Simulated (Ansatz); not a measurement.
**AlPHCl (singlet): from Hartree-Fock to the top rungs, cc-pVDZ**

The task here is to estimate one member of a computed series from the others.

Method: cc-pVDZ, core rule «outside noble gas», up to 15 orbitals frozen; program: Ansatz 0.2.0, Gaussian basis.

To be run: UHF; CCSD(T) on RHF; CCSD(T) on UHF; BCCD(T) on RHF; CISD; CCSDT(Q) on RHF; CCSDT(Q) on UHF.

5 further runs of the same task are left out: 1 for a known fault of the program, 4 set aside as unsound or not needed. Runs told in other sessions of the task aren't counted.

## The system

The geometry is a PBE0/def2-TZVP stationary point (not a proven minimum) of the parent state, kept for this charge and spin.

4 atoms, charge 0, spin multiplicity 1.

Atoms are counted from 1 here; the program's logs count them from 0.

Bond lengths: Cl1–Al2 2.120 Å, Al2–P3 2.374 Å, P3–H4 1.426 Å. Angles: Cl1–Al2–P3 114.4°, Al2–P3–H4 91.8°.

Set-up of the first run:

File in.yaml:

```yaml
crystal:
  periodic: [false, false, false]
  atoms:
    - {symbol: Cl, position_ang: [0.000000, -0.326601, 1.792479]}
    - {symbol: Al, position_ang: [0.000000, 0.853589, 0.030871]}
    - {symbol: P, position_ang: [0.000000, -0.395551, -1.988246]}
    - {symbol: H, position_ang: [0.000000, 0.793281, -2.776193]}
basis:
  gaussian: {orbitals: cc-pVDZ}
magnetization: {spin_polarized: true, initial_magnetization: 0}
hamiltonian: {xc: hf}
output: {orbitals: {seedname: orbitals}}
```

Command:

```
ansatz run in.yaml --threads 1 --pin off --events-out ev --progress --plain --max-ram 2816MiB --backend cpu
```

Steps of the session up to this table: UHF; CCSD(T) on RHF; CCSD(T) on UHF; BCCD(T) on RHF; CISD; CCSDT(Q) on RHF; CCSDT(Q) on UHF.

One of the session's tables, all rows but one given; the rest of the session is left out.

It belongs to the step «Misses and costs». 

| method | from RCCSDT(Q) (kJ/mol) |
| --- | --- |
| RHF | +955.9 |
| UHF | +845.2 |
| RMP2 | +141.4 |
| CISD | +163.0 |
| RCCSD | ? |
| RCCSD(T) | +8.5 |
| BCCD(T) | +8.7 |
| RCCSDT | +4.2 |
| RCCSDT(Q) | 0 |

Q: Estimate the row for RCCSD from the others.

The run gave: from RCCSDT(Q) (kJ/mol): +45.3. In the column «from RCCSDT(Q) (kJ/mol)» it lies between BCCD(T) (+8.7) and RMP2 (+141.4).

To keep in mind: The determinant of HF (⟨S²⟩ 1.02) is far from a pure spin state, so its energy mixes those of several spin states; that is harmless only where they are near-degenerate. Warnings: restricted reference is unstable; spin contamination; large T1 diagnostic.
